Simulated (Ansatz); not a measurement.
# AlH2Si: the cost of one run

Method: def2-QZVPP, core rule «outside noble gas», up to 10 orbitals frozen; program: Ansatz 0.2.0, Gaussian basis.

To be run: UHF; ROHF; CCSD(T) on UHF.

## (1) The system

The geometry is a PBE0/def2-TZVP stationary point (not a proven minimum) of the parent state, kept for this charge and spin.

4 atoms, charge 1, spin multiplicity 3.

Atoms are counted from 1 here; the program's logs count them from 0.

Bond lengths: Si1–Al2 2.409 Å, Al2–H3 1.583 Å, Al2–H4 1.583 Å. Angles: Si1–Al2–H3 117.4°, Si1–Al2–H4 117.4°, H3–Al2–H4 125.2°.

## (2) UHF

in.yaml reads:

```yaml
crystal:
  periodic: [false, false, false]
  atoms:
    - {symbol: Si, position_ang: [0.000000, 0.000000, 1.249328]}
    - {symbol: Al, position_ang: [0.000000, 0.000000, -1.159384]}
    - {symbol: H, position_ang: [0.000000, 1.405470, -1.888034]}
    - {symbol: H, position_ang: [0.000000, -1.405470, -1.888034]}
basis:
  gaussian: {orbitals: "def2-QZVPP.json"}
total_charge: 1
magnetization: {spin_polarized: true, initial_magnetization: 2}
hamiltonian: {xc: hf}
output: {orbitals: {seedname: orbitals}}
```

Launch:

```
ansatz run in.yaml --threads 1 --pin off --events-out ev --progress --plain --max-ram 2393MiB
```

Q: Estimate wall time and peak memory on 1 thread of Arm Neoverse V2, shared host.

About 14 s, with a peak of 0.48 GiB.
